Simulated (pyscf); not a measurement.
Single points on ωB97X-D3(BJ)/def2-SVP structures (PySCF, gas phase).

Problem. Estimate by transition-state theory the rate constant of O=Cr(=O)(OH)–F (SMILES [O]=[Cr](=[O])([OH])[F]) + HF (SMILES F) → O=Cr(=O)(F)–F (SMILES [O]=[Cr](=[O])([F])[F]) + H₂O (SMILES O) (singlet surface; Cr–O, F–H broken, Cr–F, H–O formed) at 1200 K, with ωB97M-D3(BJ)/def2-TZVP energies (ideal gas, 1 atm, RRHO with modes under 100 cm⁻¹ raised to 100, one conformer, R ln 2 for chiral ones without a mode under 150 cm⁻¹; no tunnelling).

Solution. The electronic barrier is 10.4 kcal/mol and the thermal terms add +44.5, so ΔG‡ = 55.0 kcal/mol. With k_BT/h = 2.50e+13 s⁻¹ and RT = 2.385 kcal/mol, and a volume of 1.64e-19 cm³ per molecule at 1 atm, k = 4.0e-16 cm³ molecule⁻¹ s⁻¹. Wigner's tunnelling factor for 584i cm⁻¹ would be 1.02. A shift of 1 kcal/mol in the barrier changes k by a factor 1.5. On the product side the descent ends in a complex, 4.6 kcal/mol under the separated species and 16.9 kcal/mol under the saddle at ωB97X-D3(BJ)/def2-TZVP. One saddle was located; it need not be the lowest between these sides.
